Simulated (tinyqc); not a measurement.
CCSD on RHF in the sto-3g basis, for H2F+, spin multiplicity 1, step by step (part 1 of 2). Computed by tinyqc, a small Python program that keeps every step (integrals from PySCF). Settings: charge = 1, multiplicity = 1, basis = sto-3g, method = RHF, energy threshold = 1e-10, iteration cap = 85, orthogonalisation = canonical, start = core, DIIS depth = 6, amplitude equations = CCSD, DIIS depth for amplitudes = 4, cap on updates = 79. Command: `OMP_NUM_THREADS=1 python tinyqc.py 28347 28348 out.jsonl` (the two numbers bound the seeds that draw the settings). One thread of a shared host (Intel(R) Xeon(R) Processor @ 2.60GHz), about 0.3 s of CPU time with the checks. The early iterations of the SCF are left out here.

## One-electron integrals

Geometry (angstrom):
```
atom         x          y         z
F     0.000000   0.000000  0.000000
H     0.000000   0.761000  0.548000
H     0.000000  -0.776000  0.559000
```

Basis sto-3g: exponents (1/bohr^2) and contraction coefficients of normalised primitives:
```
element  l (shell)    exponent  coefficient
F            s (1)  166.679130     0.154329
F            s (1)   30.360812     0.535328
F            s (1)    8.216821     0.444635
F            s (2)    6.464803    -0.099967
F            s (2)    1.502281     0.399513
F            s (2)    0.488588     0.700115
F            p (3)    6.464803     0.155916
F            p (3)    1.502281     0.607684
F            p (3)    0.488588     0.391957
H            s (1)    3.425251     0.154329
H            s (1)    0.623914     0.535328
H            s (1)    0.168855     0.444635
```

Overlap, kinetic and nuclear-attraction integrals over the contracted functions; the nuclear repulsion is the sum of Za Zb / Rab.

nuclear repulsion = 10.40271607 hartree

overlap S, order 1F 1s, 1F 2s, 1F 2px, 1F 2py, 1F 2pz, 2H 1s, 3H 1s:
$$\begin{pmatrix}
1.000000 & 0.237990 & 0.000000 & 0.000000 & 0.000000 & 0.047092 & 0.045046 \\
0.237990 & 1.000000 & 0.000000 & 0.000000 & 0.000000 & 0.435050 & 0.422881 \\
0.000000 & 0.000000 & 1.000000 & 0.000000 & 0.000000 & 0.000000 & 0.000000 \\
0.000000 & 0.000000 & 0.000000 & 1.000000 & 0.000000 & 0.277544 & -0.272166 \\
0.000000 & 0.000000 & 0.000000 & 0.000000 & 1.000000 & 0.199861 & 0.196058 \\
0.047092 & 0.435050 & 0.000000 & 0.277544 & 0.199861 & 1.000000 & 0.243457 \\
0.045046 & 0.422881 & 0.000000 & -0.272166 & 0.196058 & 0.243457 & 1.000000
\end{pmatrix}$$

kinetic energy T (hartree), order 1F 1s, 1F 2s, 1F 2px, 1F 2py, 1F 2pz, 2H 1s, 3H 1s:
$$\begin{pmatrix}
36.984577 & -0.212858 & 0.000000 & 0.000000 & 0.000000 & -0.001255 & -0.002444 \\
-0.212858 & 1.037995 & 0.000000 & 0.000000 & 0.000000 & 0.117756 & 0.108491 \\
0.000000 & 0.000000 & 3.248015 & 0.000000 & 0.000000 & 0.000000 & 0.000000 \\
0.000000 & 0.000000 & 0.000000 & 3.248015 & 0.000000 & 0.209638 & -0.198223 \\
0.000000 & 0.000000 & 0.000000 & 0.000000 & 3.248015 & 0.150961 & 0.142792 \\
-0.001255 & 0.117756 & 0.000000 & 0.209638 & 0.150961 & 0.760032 & 0.006679 \\
-0.002444 & 0.108491 & 0.000000 & -0.198223 & 0.142792 & 0.006679 & 0.760032
\end{pmatrix}$$

nuclear attraction V (hartree), order 1F 1s, 1F 2s, 1F 2px, 1F 2py, 1F 2pz, 2H 1s, 3H 1s:
$$\begin{pmatrix}
-78.127183 & -9.442787 & 0.000000 & -0.000451 & -0.016504 & -1.923834 & -1.839160 \\
-9.442787 & -12.651834 & 0.000000 & -0.004825 & -0.198860 & -4.267244 & -4.124859 \\
0.000000 & 0.000000 & -12.486300 & 0.000000 & 0.000000 & 0.000000 & 0.000000 \\
-0.000451 & -0.004825 & 0.000000 & -12.628950 & -0.002470 & -2.374317 & 2.309590 \\
-0.016504 & -0.198860 & 0.000000 & -0.002470 & -12.560297 & -1.772416 & -1.725944 \\
-1.923834 & -4.267244 & 0.000000 & -2.374317 & -1.772416 & -6.449047 & -1.742171 \\
-1.839160 & -4.124859 & 0.000000 & 2.309590 & -1.725944 & -1.742171 & -6.367903
\end{pmatrix}$$

core Hamiltonian H = T + V (hartree), order 1F 1s, 1F 2s, 1F 2px, 1F 2py, 1F 2pz, 2H 1s, 3H 1s:
$$\begin{pmatrix}
-41.142607 & -9.655645 & 0.000000 & -0.000451 & -0.016504 & -1.925089 & -1.841604 \\
-9.655645 & -11.613839 & 0.000000 & -0.004825 & -0.198860 & -4.149488 & -4.016368 \\
0.000000 & 0.000000 & -9.238286 & 0.000000 & 0.000000 & 0.000000 & 0.000000 \\
-0.000451 & -0.004825 & 0.000000 & -9.380935 & -0.002470 & -2.164679 & 2.111367 \\
-0.016504 & -0.198860 & 0.000000 & -0.002470 & -9.312283 & -1.621454 & -1.583151 \\
-1.925089 & -4.149488 & 0.000000 & -2.164679 & -1.621454 & -5.689015 & -1.735492 \\
-1.841604 & -4.016368 & 0.000000 & 2.111367 & -1.583151 & -1.735492 & -5.607871
\end{pmatrix}$$

## Two-electron integrals

Functions are numbered as in S; the eight-fold symmetry (ij|kl) = (ji|kl) = (kl|ij) leaves the list below.

Two-electron integrals (ij|kl) in chemists' order, unique and non-zero (hartree):
```
(11|11) 5.403501    (21|11) 0.841920    (21|21) 0.156299    (22|11) 1.268028
(22|21) 0.292344    (22|22) 0.926167    (31|31) 0.027998    (32|31) 0.043169
(32|32) 0.204588    (33|11) 1.264502    (33|21) 0.292403    (33|22) 0.925959
(33|33) 0.997514    (41|41) 0.027998    (42|41) 0.043169    (42|42) 0.204588
(43|43) 0.053770    (44|11) 1.264502    (44|21) 0.292403    (44|22) 0.925959
(44|33) 0.889973    (44|44) 0.997514    (51|51) 0.027998    (52|51) 0.043169
(52|52) 0.204588    (53|53) 0.053770    (54|54) 0.053770    (55|11) 1.264502
(55|21) 0.292403    (55|22) 0.925959    (55|33) 0.889973    (55|44) 0.889973
(55|55) 0.997514    (61|11) 0.169348    (61|21) 0.031154    (61|22) 0.057838
(61|33) 0.057752    (61|41) 0.001033    (61|42) 0.001929    (61|44) 0.057927
(61|51) 0.000744    (61|52) 0.001389    (61|54) 0.000126    (61|55) 0.057842
(61|61) 0.006274    (62|11) 0.408031    (62|21) 0.095246    (62|22) 0.334261
(62|33) 0.329519    (62|41) 0.005238    (62|42) 0.040060    (62|44) 0.338677
(62|51) 0.003772    (62|52) 0.028847    (62|54) 0.006595    (62|55) 0.334268
(62|61) 0.019232    (62|62) 0.145660    (63|31) 0.010220    (63|32) 0.059609
(63|43) 0.008533    (63|53) 0.006144    (63|63) 0.022132    (64|11) 0.217899
(64|21) 0.051541    (64|22) 0.193709    (64|33) 0.185293    (64|41) 0.012712
(64|42) 0.081801    (64|44) 0.207604    (64|51) 0.001794    (64|52) 0.015981
(64|54) 0.009922    (64|55) 0.188013    (64|61) 0.010867    (64|62) 0.103445
(64|64) 0.095074    (65|11) 0.156911    (65|21) 0.037115    (65|22) 0.139491
(65|33) 0.133430    (65|41) 0.001794    (65|42) 0.015981    (65|44) 0.137208
(65|51) 0.011512    (65|52) 0.071117    (65|54) 0.011253    (65|55) 0.147678
(65|61) 0.007825    (65|62) 0.074491    (65|64) 0.052525    (65|65) 0.059956
(66|11) 0.541504    (66|21) 0.128484    (66|22) 0.518336    (66|33) 0.500153
(66|41) 0.009349    (66|42) 0.099152    (66|44) 0.535672    (66|51) 0.006732
(66|52) 0.071400    (66|54) 0.025577    (66|55) 0.518571    (66|61) 0.026139
(66|62) 0.282430    (66|64) 0.232964    (66|65) 0.167758    (66|66) 0.774606
(71|11) 0.161918    (71|21) 0.029792    (71|22) 0.055322    (71|33) 0.055240
(71|41) -0.000990   (71|42) -0.001850   (71|44) 0.055408    (71|51) 0.000713
(71|52) 0.001333    (71|54) -0.000122   (71|55) 0.055327    (71|61) 0.005922
(71|62) 0.017908    (71|64) 0.009251    (71|65) 0.007292    (71|66) 0.024101
(71|71) 0.005737    (72|11) 0.394364    (72|21) 0.092075    (72|22) 0.323637
(72|33) 0.319013    (72|41) -0.005073   (72|42) -0.038962   (72|44) 0.327943
(72|51) 0.003654    (72|52) 0.028067    (72|54) -0.006433   (72|55) 0.323647
(72|61) 0.018099    (72|62) 0.117568    (72|64) 0.056900    (72|65) 0.058488
(72|66) 0.189651    (72|71) 0.017785    (72|72) 0.137119    (73|31) 0.009827
(73|32) 0.057513    (73|43) -0.008279   (73|53) 0.005964    (73|63) 0.017309
(73|73) 0.020721    (74|11) -0.212199   (74|21) -0.050198   (74|22) -0.188932
(74|33) -0.180752   (74|41) 0.012254    (74|42) 0.079211    (74|44) -0.202426
(74|51) -0.001749   (74|52) -0.015630   (74|54) 0.009649    (74|55) -0.183406
(74|61) -0.009426   (74|62) -0.057509   (74|64) -0.010820   (74|65) -0.027958
(74|66) -0.081634   (74|71) -0.010120   (74|72) -0.098105   (74|74) 0.090398
(75|11) 0.152860    (75|21) 0.036161    (75|22) 0.136099    (75|33) 0.130206
(75|41) -0.001749   (75|42) -0.015630   (75|44) 0.133891    (75|51) 0.011086
(75|52) 0.068772    (75|54) -0.010934   (75|55) 0.144047    (75|61) 0.007423
(75|62) 0.058799    (75|64) 0.027828    (75|65) 0.046201    (75|66) 0.105290
(75|71) 0.007290    (75|72) 0.070671    (75|74) -0.050192   (75|75) 0.056878
(76|11) 0.158351    (76|21) 0.037340    (76|22) 0.143369    (76|33) 0.140621
(76|41) -0.000014   (76|42) -0.000161   (76|44) 0.143221    (76|51) 0.002343
(76|52) 0.021769    (76|54) -0.000039   (76|55) 0.146115    (76|61) 0.007469
(76|62) 0.062742    (76|64) 0.038563    (76|65) 0.036607    (76|66) 0.129174
(76|71) 0.007146    (76|72) 0.061079    (76|74) -0.038000   (76|75) 0.035868
(76|76) 0.033369    (77|11) 0.532544    (77|21) 0.126384    (77|22) 0.511105
(77|33) 0.493247    (77|41) -0.009111   (77|42) -0.097407   (77|44) 0.528122
(77|51) 0.006563    (77|52) 0.070168    (77|54) -0.025122   (77|55) 0.511344
(77|61) 0.024786    (77|62) 0.193227    (77|64) 0.082306    (77|65) 0.106663
(77|66) 0.338270    (77|71) 0.024591    (77|72) 0.272240    (77|74) -0.226235
(77|75) 0.162971    (77|76) 0.129174    (77|77) 0.774606
```

## Orthogonalisation

S = U s U^T; canonical form X = U s^(-1/2), so that X^T S X = 1. Each column of U has its largest component positive (the first on a tie).

eigenvalues of S: [0.413430, 0.471707, 0.897537, 1.000000, 1.087621, 1.285535, 1.844169]

X, order 1F 1s, 1F 2s, 1F 2px, 1F 2py, 1F 2pz, 2H 1s, 3H 1s:
$$\begin{pmatrix}
-0.343243 & 0.043325 & 0.734468 & 0.000000 & -0.618658 & -0.002032 & 0.164588 \\
1.100827 & -0.116812 & -0.248846 & 0.000000 & -0.283019 & -0.003367 & 0.435551 \\
0.000000 & 0.000000 & 0.000000 & 1.000000 & 0.000000 & 0.000000 & 0.000000 \\
0.102910 & 0.856689 & -0.000915 & 0.000000 & 0.002999 & 0.710728 & 0.005184 \\
0.443423 & -0.047727 & 0.672457 & 0.000000 & 0.644864 & -0.003116 & 0.179576 \\
-0.759349 & -0.752412 & -0.172175 & 0.000000 & 0.141805 & 0.363434 & 0.387063 \\
-0.552563 & 0.895611 & -0.175921 & 0.000000 & 0.143642 & -0.375023 & 0.378633
\end{pmatrix}$$

## Iteration 8 (converged): orbitals

converged F (hartree), order 1F 1s, 1F 2s, 1F 2px, 1F 2py, 1F 2pz, 2H 1s, 3H 1s:
$$\begin{pmatrix}
-26.642418 & -6.794814 & 0.000000 & -0.000490 & -0.025201 & -1.364202 & -1.305399 \\
-6.794814 & -3.673821 & 0.000000 & -0.004657 & -0.140967 & -1.355183 & -1.312713 \\
0.000000 & 0.000000 & -1.066844 & 0.000000 & 0.000000 & 0.000000 & 0.000000 \\
-0.000490 & -0.004657 & 0.000000 & -1.037322 & -0.003210 & -0.559822 & 0.549370 \\
-0.025201 & -0.140967 & 0.000000 & -0.003210 & -1.054960 & -0.466859 & -0.458972 \\
-1.364202 & -1.355183 & 0.000000 & -0.559822 & -0.466859 & -0.957512 & -0.481931 \\
-1.305399 & -1.312713 & 0.000000 & 0.549370 & -0.458972 & -0.481931 & -0.929459
\end{pmatrix}$$

Diagonalise F' = X^T F X, C = X C', fill 5 alpha and 5 beta electrons from the bottom; D = 2 C_occ C_occ^T. Each column has its largest component positive (the first on a tie).

F' = X^T F X (hartree):
$$\begin{pmatrix}
-0.825423 & 0.142671 & 2.603184 & 0.000000 & -2.188343 & -0.008839 & 0.337075 \\
0.142671 & 0.161043 & -0.371416 & 0.000000 & 0.325571 & -0.050981 & -0.071639 \\
2.603184 & -0.371416 & -11.988902 & 0.000000 & 11.286055 & 0.044859 & -5.123767 \\
0.000000 & 0.000000 & 0.000000 & -1.066844 & 0.000000 & 0.000000 & 0.000000 \\
-2.188343 & 0.325571 & 11.286055 & 0.000000 & -12.779517 & -0.047692 & 5.443550 \\
-0.008839 & -0.050981 & 0.044859 & 0.000000 & -0.047692 & -1.232083 & 0.017804 \\
0.337075 & -0.071639 & -5.123767 & 0.000000 & 5.443550 & 0.017804 & -4.222258
\end{pmatrix}$$

orbital energies (hartree): MO1 -26.652230, MO2 -2.099215, MO3 -1.233915, MO4 -1.108921, MO5 -1.066844, MO6 0.023515, MO7 0.183626

coefficients C, order 1F 1s, 1F 2s, 1F 2px, 1F 2py, 1F 2pz, 2H 1s, 3H 1s:
$$\begin{pmatrix}
0.994606 & -0.248060 & 0.003004 & 0.072967 & 0.000000 & 0.113074 & 0.008578 \\
0.023618 & 0.932358 & -0.015874 & -0.366887 & 0.000000 & -0.740727 & -0.061821 \\
0.000000 & 0.000000 & 0.000000 & 0.000000 & 1.000000 & 0.000000 & 0.000000 \\
0.000104 & 0.004208 & 0.741797 & -0.013610 & 0.000000 & 0.048994 & -0.834753 \\
0.002839 & 0.127780 & 0.014056 & 0.871279 & 0.000000 & -0.567398 & -0.040099 \\
-0.004704 & 0.089005 & 0.341256 & 0.193195 & 0.000000 & 0.714362 & 0.895741 \\
-0.004491 & 0.085012 & -0.335699 & 0.205175 & 0.000000 & 0.812093 & -0.788351
\end{pmatrix}$$

D after iteration 8, order 1F 1s, 1F 2s, 1F 2px, 1F 2py, 1F 2pz, 2H 1s, 3H 1s:
$$\begin{pmatrix}
2.112214 & -0.469217 & 0.000000 & 0.000589 & 0.069486 & -0.023270 & -0.023185 \\
-0.469217 & 2.009415 & 0.000000 & -0.005712 & -0.401362 & 0.013152 & 0.018417 \\
0.000000 & 0.000000 & 2.000000 & 0.000000 & 0.000000 & 0.000000 & 0.000000 \\
0.000589 & -0.005712 & 0.000000 & 1.100930 & -0.001787 & 0.501775 & -0.502911 \\
0.069486 & -0.401362 & 0.000000 & -0.001787 & 1.551320 & 0.368967 & 0.369792 \\
-0.023270 & 0.013152 & 0.000000 & 0.501775 & 0.368967 & 0.323449 & -0.134666 \\
-0.023185 & 0.018417 & 0.000000 & -0.502911 & 0.369792 & -0.134666 & 0.324075
\end{pmatrix}$$

## Convergence

Stop when the energy changes by less than 1e-10 hartree and every element of the error matrix X^T (F D S - S D F) X is below 3e-06.

Course of the cycle:
```
iteration   E (hartree)     change  largest element of the error matrix
1          -97.70722487          -                             8.93e-01
2          -98.85980692  -1.15e+00                             7.03e-02
3          -98.86164344  -1.84e-03                             9.72e-03
4          -98.86173751  -9.41e-05                             2.45e-03
5          -98.86174607  -8.55e-06                             4.25e-04
6          -98.86174646  -3.88e-07                             8.63e-05
7          -98.86174646  -4.28e-09                             1.25e-06
8          -98.86174646  -1.38e-12                             3.88e-08
```

PySCF RHF in the same basis = -98.86174646 hartree

Converged in 8 iterations.

## Integrals over molecular orbitals

(pq|rs) = sum C_ip C_jq C_kr C_ls (ij|kl), one index at a time.

one-electron integrals over orbitals h = C^T H C (hartree):
$$\begin{pmatrix}
-41.124220 & 0.685849 & -0.008168 & -0.191732 & 0.000000 & -0.300417 & -0.022790 \\
0.685849 & -9.705677 & 0.008741 & 0.323781 & 0.000000 & 1.440215 & 0.113309 \\
-0.008168 & 0.008741 & -8.209090 & -0.020154 & 0.000000 & -0.129320 & 2.115700 \\
-0.191732 & 0.323781 & -0.020154 & -8.826065 & 0.000000 & 1.301661 & 0.039809 \\
0.000000 & 0.000000 & 0.000000 & 0.000000 & -9.238286 & 0.000000 & 0.000000 \\
-0.300417 & 1.440215 & -0.129320 & 1.301661 & 0.000000 & -5.716993 & 0.011139 \\
-0.022790 & 0.113309 & 2.115700 & 0.039809 & 0.000000 & 0.011139 & -6.093505
\end{pmatrix}$$

Two-electron integrals over orbitals (pq|rs), unique and non-zero (hartree):
```
(11|11) 5.361531    (21|11) -0.499216   (21|21) 0.074044    (22|11) 1.198652
(22|21) -0.018325   (22|22) 0.861619    (31|11) 0.006075    (31|21) -0.000733
(31|22) 0.000739    (31|31) 0.017455    (32|11) -0.002976   (32|21) 0.000402
(32|22) 0.001874    (32|31) 0.026025    (32|32) 0.161501    (33|11) 0.998722
(33|21) -0.007976   (33|22) 0.767477    (33|31) -0.000318   (33|32) -0.001728
(33|33) 0.750961    (41|11) 0.145992    (41|21) -0.018035   (41|22) 0.016182
(41|31) 0.000329    (41|32) -0.000008   (41|33) 0.005487    (41|41) 0.029336
(42|11) -0.092114   (42|21) 0.009008    (42|22) 0.012931    (42|31) -0.000023
(42|32) 0.000082    (42|33) -0.004849   (42|41) 0.029134    (42|42) 0.156017
(43|11) 0.004375    (43|21) -0.000216   (43|22) 0.001451    (43|31) -0.004420
(43|32) 0.003318    (43|33) 0.001785    (43|41) -0.000412   (43|42) -0.002298
(43|43) 0.048591    (44|11) 1.169085    (44|21) -0.015208   (44|22) 0.813874
(44|31) 0.000063    (44|32) -0.002215   (44|33) 0.723740    (44|41) -0.012001
(44|42) -0.094389   (44|43) 0.002798    (44|44) 0.910415    (51|51) 0.029631
(52|51) 0.038858    (52|52) 0.179481    (53|51) -0.000450   (53|52) -0.001574
(53|53) 0.039007    (54|51) -0.010688   (54|52) -0.037937   (54|53) 0.000615
(54|54) 0.056951    (55|11) 1.264003    (55|21) -0.013962   (55|22) 0.877940
(55|31) 0.000174    (55|32) -0.001554   (55|33) 0.755445    (55|41) 0.004151
(55|42) -0.050526   (55|43) 0.002473    (55|44) 0.842112    (55|55) 0.997514
(61|11) 0.228656    (61|21) -0.036024   (61|22) 0.003476    (61|31) 0.001241
(61|32) 0.001142    (61|33) 0.002429    (61|41) -0.003802   (61|42) -0.019460
(61|43) 0.000075    (61|44) 0.015061    (61|55) 0.006208    (61|61) 0.023939
(62|11) -0.308543   (62|21) 0.007612    (62|22) -0.153408   (62|31) 0.000706
(62|32) 0.004016    (62|33) -0.096877   (62|41) -0.018068   (62|42) -0.037568
(62|43) -0.001569   (62|44) -0.108411   (62|55) -0.158565   (62|61) 0.004359
(62|62) 0.083114    (63|11) 0.025131    (63|21) -0.000557   (63|22) 0.012473
(63|31) -0.004484   (63|32) 0.023860    (63|33) 0.010554    (63|41) 0.000045
(63|42) -0.003630   (63|43) 0.015881    (63|44) 0.011092    (63|55) 0.013833
(63|61) 0.000087    (63|62) -0.005852   (63|63) 0.063800    (64|11) -0.251502
(64|21) 0.002908    (64|22) -0.129124   (64|31) -0.000550   (64|32) -0.003604
(64|33) -0.079449   (64|41) -0.005818   (64|42) 0.009835    (64|43) -0.000894
(64|44) -0.141461   (64|55) -0.135236   (64|61) 0.001111    (64|62) 0.060762
(64|63) -0.008180   (64|64) 0.067735    (65|51) -0.014724   (65|52) -0.055657
(65|53) 0.001931    (65|54) -0.004933   (65|65) 0.028503    (66|11) 0.726101
(66|21) -0.005644   (66|22) 0.594663    (66|31) -0.000956   (66|32) -0.011164
(66|33) 0.569848    (66|41) 0.017560    (66|42) 0.070476    (66|43) -0.006113
(66|44) 0.548232    (66|55) 0.564955    (66|61) -0.005355   (66|62) -0.061306
(66|63) -0.008279   (66|64) -0.030126   (66|66) 0.558407    (71|11) 0.017461
(71|21) -0.002843   (71|22) -3.85e-06   (71|31) -0.017466   (71|32) -0.024804
(71|33) 0.000661    (71|41) 0.000129    (71|42) -0.000887   (71|43) 0.004581
(71|44) 0.000896    (71|55) 0.000460    (71|61) 0.000705    (71|62) -0.000774
(71|63) 0.004164    (71|64) 0.000501    (71|66) 0.000946    (71|71) 0.017684
(72|11) -0.024673   (72|21) 0.000547    (72|22) -0.012274   (72|31) -0.017002
(72|32) -0.058486   (72|33) -0.005845   (72|41) -0.000893   (72|42) -0.000601
(72|43) 0.026627    (72|44) -0.009799   (72|55) -0.012393   (72|61) -0.000790
(72|62) 0.002797    (72|63) 0.029320    (72|64) 0.004771    (72|66) -0.005660
(72|71) 0.016322    (72|72) 0.054711    (73|11) -0.419695   (73|21) 0.008724
(73|22) -0.192783   (73|31) -0.000098   (73|32) 0.004476    (73|33) -0.158963
(73|41) 0.001456    (73|42) 0.061924    (73|43) -0.000663   (73|44) -0.199263
(73|55) -0.222872   (73|61) -0.005955   (73|62) 0.073939    (73|63) -0.005035
(73|64) 0.078819    (73|66) -0.022670   (73|71) -0.000386   (73|72) 0.007543
(73|73) 0.158249    (74|11) -0.007886   (74|21) 0.000062    (74|22) -0.003405
(74|31) 0.008564    (74|32) 0.061192    (74|33) -0.002903   (74|41) -0.000642
(74|42) -0.001808   (74|43) -0.011369   (74|44) -0.004331   (74|55) -0.003975
(74|61) 0.000753    (74|62) 0.003629    (74|63) 0.038056    (74|64) -0.001089
(74|66) -0.009179   (74|71) -0.008515   (74|72) -0.011296   (74|73) 0.005317
(74|74) 0.050618    (75|51) -0.001111   (75|52) -0.004211   (75|53) -0.025168
(75|54) 0.000274    (75|65) 0.000781    (75|75) 0.019790    (76|11) -0.001848
(76|21) 0.000122    (76|22) 0.001371    (76|31) 0.010414    (76|32) 0.097429
(76|33) -0.001971   (76|41) 0.000809    (76|42) 0.002572    (76|43) 0.042016
(76|44) -0.003237   (76|55) -0.000804   (76|61) 0.000098    (76|62) -0.001355
(76|63) 0.074903    (76|64) -0.005974   (76|66) -0.018824   (76|71) -0.010208
(76|72) 0.009797    (76|73) 0.007544    (76|74) 0.058679    (76|76) 0.150903
(77|11) 0.815937    (77|21) -0.007910   (77|22) 0.627436    (77|31) 0.001629
(77|32) 0.013410    (77|33) 0.629460    (77|41) 0.003776    (77|42) 0.009926
(77|43) 0.005024    (77|44) 0.603716    (77|55) 0.612543    (77|61) 0.002894
(77|62) -0.050080   (77|63) 0.013804    (77|64) -0.030388   (77|66) 0.547801
(77|71) -0.001250   (77|72) -0.003060   (77|73) -0.068114   (77|74) 0.007119
(77|76) 0.017136    (77|77) 0.593969
```
